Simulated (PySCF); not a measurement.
# CH5ClSi (Methylsilylchloride): the cost of one run

The runs use PySCF 2.14.0, with density-fitted response routines of our own; the level of theory stands in each step. All values are computed, except where a source is named. Atoms count from 0, in the outputs and in this text.

## (1) The molecule as given

8 atoms, charge 0, multiplicity 1; geometry from: GFN2-xTB. The atoms were then displaced at random by about 0.01 Å, so the start is not that level's minimum.

Bonds of the start (Å): C0–Si1 1.87, Si1–Cl2 2.02, C0–H3 1.09, C0–H4 1.12, C0–H5 1.07, Si1–H6 1.46, Si1–H7 1.46.

## (2) Optimising the geometry at PBE0-D3(BJ)/def2-TZVP

The job: settings as JSON, then the geometry in Å.

```
{"job": {"xc": "PBE0", "basis": "def2-TZVP", "d3": "d3bj", "grid": 2, "shake": 0.01, "kind": "geom"}, "charge": 0, "multiplicity": 1}
C     -0.990830     0.017780    -0.046070
Si     0.864820    -0.181090     0.012000
Cl     1.707490     1.618420     0.350470
H     -1.363530     0.447260     0.879970
H     -1.307970     0.719370    -0.854070
H     -1.512040    -0.899790    -0.234530
H      1.390470    -0.676240    -1.261270
H      1.266730    -1.064860     1.101040
```

On the command line:

```console
> OMP_NUM_THREADS=1 python probes_run.py task.json out
```

This one command runs all jobs of the session in turn.

**Question.** How long does this first job take on 1 thread of Arm Neoverse V2, shared host, and how much memory does it need?

About 48 s, with a peak of 0.54 GiB.
